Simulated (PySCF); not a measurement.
**C2HF (fluoroacetylene): M06-L/cc-pVTZ**

What is the energy change on altering one bond length of C2HF (fluoroacetylene) at M06-L/cc-pVTZ? 

The calculation is run with PySCF 2.14.0.

1 further run of the same task is left out (set aside as unsound or not needed).

### Step 1. Starting point

C2HF: 4 atoms, total charge 0, spin state singlet. SMILES: `C#CF`. Geometry: relaxed at PBE0-D4/def2-TZVP.

Bond lengths: C1–C2 1.192 Å, C2–F3 1.270 Å, C1–H4 1.063 Å. Angles: C1–C2–F3 180.0°, C2–C1–H4 180.0°.

### Step 2. A single-point energy at M06-L/cc-pVTZ

calc.py reads:

```python
from pyscf import gto, dft

mol = gto.M(
    atom='''
C       -0.361030       0.453110      -0.290220
C        0.303270      -0.380840       0.243810
F        1.010600      -1.269010       0.812300
H       -0.952830       1.196740      -0.765890
''',
    max_memory=1860,
    verbose=3,
    basis='cc-pvtz',
    charge=0,
)

mf = dft.RKS(mol)
mf.xc = 'm06-l'
mf.grids.level = 5
mf.conv_tol = 1e-10
mf.kernel()
if not mf.converged:
    mf = mf.newton().run(mf.mo_coeff, mf.mo_occ)

etot = mf.e_tot
print(f'total energy: {etot:.8f} hartree')
```

Command:

```console
$ OMP_NUM_THREADS=1 python calc.py
```

What it wrote:

```text
converged SCF energy = -176.581273965776
total energy: -176.58127397 hartree
```

Run time: 28 s. Hardware: 1 thread of Arm Neoverse V1, shared host; peak memory 0.57 GiB.

### Step 3. The distorted shape, same level

run.py reads:

```python
from pyscf import gto, dft

molecule = gto.M(
    atom=[
    ('C', (0.349136, -0.439254, 0.280589)),
    ('C', (1.013436, -1.273204, 0.814619)),
    ('F', (1.720766, -2.161374, 1.383109)),
    ('H', (-0.952830, 1.196740, -0.765890)),
],
    basis='cc-pvtz',
    max_memory=1860,
    charge=0,
    verbose=3,
)

mf = dft.RKS(molecule, xc='m06-l')
mf.conv_tol = 1e-10
mf.grids.level = 5
mf.kernel()
if not mf.converged:
    mf = mf.newton().run(mf.mo_coeff, mf.mo_occ)

energy = mf.e_tot
print('Final energy', energy)
```

Command:

```console
$ OMP_NUM_THREADS=1 python run.py
```

What it wrote:

```text
converged SCF energy = -176.364084390865
Final energy -176.3640843908647
```

Wall time 31 s (1 thread of Arm Neoverse V1, shared host); peak memory 0.57 GiB.

### Step 4. What came out

At M06-L/cc-pVTZ:

| quantity | value |
| --- | --- |
| first shape: total energy | -176.58127 Eh |
| first shape: dipole moment | 0.40 D |
| first shape: HOMO energy | -7.09 eV |
| first shape: LUMO energy | 1.06 eV |
| first shape: HOMO–LUMO gap | 8.15 eV |
| distorted shape: total energy | -176.36408 Eh |
| distorted shape: dipole moment | 1.59 D |
| distorted shape: HOMO energy | -6.89 eV |
| distorted shape: LUMO energy | -6.16 eV |
| distorted shape: HOMO–LUMO gap | 0.72 eV |
| energy change with the C1–H4 bond stretched from 1.063 to 2.338 Å | 5.910 eV |

One bond (distorted shape) is far stretched, which a spin-restricted single reference describes badly; a broken-symmetry solution may lie lower. With the C1–H4 bond stretched from 1.063 to 2.338 Å the energy rises by 5.91 eV (136 kcal/mol). The first shape isn't relaxed at this level, so the change isn't measured from a minimum. A restricted reference can't describe the breaking bond well at this length. Mulliken charges (first shape) run from -0.30 on C1 to +0.22 on C2. Mulliken charges (distorted shape) run from -0.30 on C1 to +0.21 on H4.
